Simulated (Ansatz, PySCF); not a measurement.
C2F4. Atoms are numbered in the order given.

```xyz
6

F      0.0000     1.1018    -1.3861
C      0.0000     0.0000    -0.6670
F      0.0000    -1.1018    -1.3861
C      0.0000     0.0000     0.6670
F      0.0000    -1.1018     1.3861
F      0.0000     1.1018     1.3861
```
Charge 0, spin multiplicity 1.

Geometry optimised at r2SCAN-D4/def2-SVP.

Vertical ionisation energy (IE) and electron affinity (EA) in eV. Rows of orbital energies are one-electron estimates. Where ΔSCF, EOM or ADC give a negative EA the extra electron is unbound and the value depends on the basis.

```
level                                                                        IE     EA
------------------------------------------------------------------------  -----  -----
−ε(HOMO), −ε(LUMO), HF/def2-TZVP (PySCF)                                  10.89  -4.66
−ε(HOMO), −ε(LUMO), PBE/def2-TZVP (PySCF)                                  6.05   0.32
ΔSCF, CAM-B3LYP/def2-SVPD (Ansatz), final states of multiplicity 2 and 2    ___    ___
ΔSCF, PBE/def2-SVPD (Ansatz), final states of multiplicity 2 and 2        10.09  -1.40
```

**Question.** Fill in the missing entries. (Estimate from the structure and the level; the computed values follow.)

**Answer.** 
- ΔSCF, CAM-B3LYP/def2-SVPD (Ansatz, a first-principles code), final states of multiplicity 2 and 2, IE: 10.58
- ΔSCF, CAM-B3LYP/def2-SVPD (Ansatz), final states of multiplicity 2 and 2, EA: -1.56

**Question.** What vertical singlet–triplet gap does ΔSCF give with CAM-B3LYP/def2-SVPD (Ansatz) and with PBE/def2-SVPD (Ansatz)? (The exact figures need the calculation; the answer reports its results.)

**Answer.** 4.54 and 4.66 eV (triplet above singlet where positive).
